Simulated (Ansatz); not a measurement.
# CH₄ (singlet): the correlation ladder, 6-31G

An exercise on one series of results from a longer session: the logs are not shown, and one member is left open.

Computed with Ansatz 0.2.0, Gaussian basis. Level: 6-31G, core rule «outside noble gas», up to 1 orbitals frozen.

Plan: UHF; CCSD(T) on RHF; BCCD(T) on RHF; CISD; CCSDT(Q) on RHF; CISDTQ; CCSDTQ on RHF; CASSCF and MRCISD+Q, 8 electrons in 8 orbitals; CASSCF and MRCISD+Q(relaxed), 8 electrons in 8 orbitals; CASSCF and NEVPT2, 8 electrons in 8 orbitals; Full CI; Full CI, several states.

14 further runs of the same task are left out: 3 that didn't finish, 11 set aside as unsound or not needed. Runs told in other sessions of the task aren't counted.

**What is computed**

The geometry is a PBE0/def2-TZVP stationary point (not a proven minimum).

5 atoms, charge 0, spin multiplicity 1.

Atoms are counted from 1 here; the program's logs count them from 0.

Bond lengths: C1–H2 1.090 Å, C1–H3 1.090 Å, C1–H4 1.090 Å, C1–H5 1.090 Å. Angles: H2–C1–H3 109.5°, H2–C1–H4 109.5°, H2–C1–H5 109.5°, H3–C1–H4 109.5°, H3–C1–H5 109.5°, H4–C1–H5 109.5°.

The first run:

Input file in.yaml:

```yaml
crystal:
  periodic: [false, false, false]
  atoms:
    - {symbol: C, position_ang: [0.000000, 0.000000, 0.000000]}
    - {symbol: H, position_ang: [0.628037, 0.630011, 0.629222]}
    - {symbol: H, position_ang: [-0.631581, -0.626732, 0.628949]}
    - {symbol: H, position_ang: [-0.626594, 0.628165, -0.632497]}
    - {symbol: H, position_ang: [0.630138, -0.631444, -0.625675]}
basis:
  gaussian: {orbitals: 6-31G}
magnetization: {spin_polarized: true, initial_magnetization: 0}
hamiltonian: {xc: hf}
output: {orbitals: {seedname: orbitals}}
```

Run with:

```console
ansatz run in.yaml --threads 1 --pin off --events-out ev --progress --plain --max-ram 2393MiB
```

Steps of the session up to this table: UHF; CCSD(T) on RHF; BCCD(T) on RHF; CISD; CCSDT(Q) on RHF; CISDTQ; CCSDTQ on RHF; CASSCF and MRCISD+Q, 8 electrons in 8 orbitals; CASSCF and MRCISD+Q(relaxed), 8 electrons in 8 orbitals; CASSCF and NEVPT2, 8 electrons in 8 orbitals; Full CI; Full CI, several states.

One table of the session follows, with a row left open; its other results are not shown here.

It belongs to the step «Misses and costs». 

```
                   method  from FCI (kJ/mol)
                      RHF             +314.2
                     RMP2              +55.2
                     CISD              +17.0
                    RCCSD               +5.0
                 RCCSD(T)               +0.8
                  BCCD(T)               +0.8
                   RCCSDT               +0.2
                   CISDTQ               +0.5
                RCCSDT(Q)                0.0
                  RCCSDTQ                0.0
           CASSCF valence              +96.8
           NEVPT2 valence                  ?
           MRCISD valence               +1.5
         MRCISD+Q valence               -0.1
MRCISD+Q(relaxed) valence               -0.4
                      FCI                  0
```

Estimate the missing values for NEVPT2 valence.

The run gave: from FCI (kJ/mol): +22.9. In the column «from FCI (kJ/mol)» it lies between CISD (+17.0) and RMP2 (+55.2).

With the free atoms at the same levels and basis (separate runs), the atomisation energy is 16.106 eV at FCI, 16.101 eV at RCCSD(T), 13.868 eV at RHF.

Caveats from the session: MRCISD+Q(relaxed) valence falls below full CI: the +Q correction isn't variational, and the cores differ from full CI's.
